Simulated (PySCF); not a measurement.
Method: PySCF 2.14.0 with PBE-D3(BJ)/def2-TZVP // PBE0-D4/def2-TZVP. Gas-phase values, no solvent. One relaxed conformer stands for a flexible species; it need not be the lowest. 

Reference species (SMILES): `[OH]` (neutral, multiplicity 2).

```
Property                          Value
-----------------------------  --------
highest occupied spin orbital  -7.16 eV
```

Changed species: `O[B][SiH3]` (H–O–B–Si torsion 180°) (radical fragment; the reference has radical fragment).

Problem. Predict the effect on the highest occupied spin orbital.

Solution. the highest occupied spin orbital goes up by 3.09 eV, to -4.07 eV.
